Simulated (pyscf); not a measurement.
A first-order saddle from PySCF, ωB97X-D3(BJ)/def2-SVP:

```
Nb
F 1 2.0864
H 2 1.1973 1 86.91
Cl 3 1.5180 2 144.22 1 0.01
Cl 1 2.2411 2 156.72 3 -0.17
Cl 1 2.2453 2 99.15 3 179.90
Cl 1 2.2936 2 84.03 3 87.10
Cl 1 2.2936 2 83.97 3 -87.26
```

Surface: singlet, charge 0. Lowest wavenumbers (cm⁻¹): 725i, 52, 103, 117, 150.

Problem. Which two sides does it connect, and which bonds change?

Solution. Cl–Nb(Cl)(Cl)(Cl)–Cl + HF <-> HCl + F–Nb(Cl)(Cl)(Cl)–Cl, a four-centre exchange read from left to right: Cl–Nb, F–H broken and Cl–H, F–Nb formed. At ωB97M-D3(BJ)/def2-TZVP it lies +10.9 kJ/mol from the left side and +41.6 kJ/mol from the right (each side as separated species at their lowest minima found). On the reactant side the descent ends in an adduct with a F–Nb contact, 31.3 kJ/mol under the separated species and 41.1 kJ/mol under the saddle at ωB97X-D3(BJ)/def2-TZVP. On the product side the descent ends in an adduct with a Cl–Nb contact, 27.8 kJ/mol under the separated species and 53.5 kJ/mol under the saddle at ωB97X-D3(BJ)/def2-TZVP. What is counted as formed (F–Nb) is already present as a longer contact in the reactant adduct; forming that adduct is a step of its own. What is counted as broken (Cl–Nb) persists as a longer contact in the product adduct; parting that adduct is a step of its own. This is the saddle that the search found; another between the same sides may lie lower. Elements past Kr carry the def2 core potentials, without spin-orbit coupling.
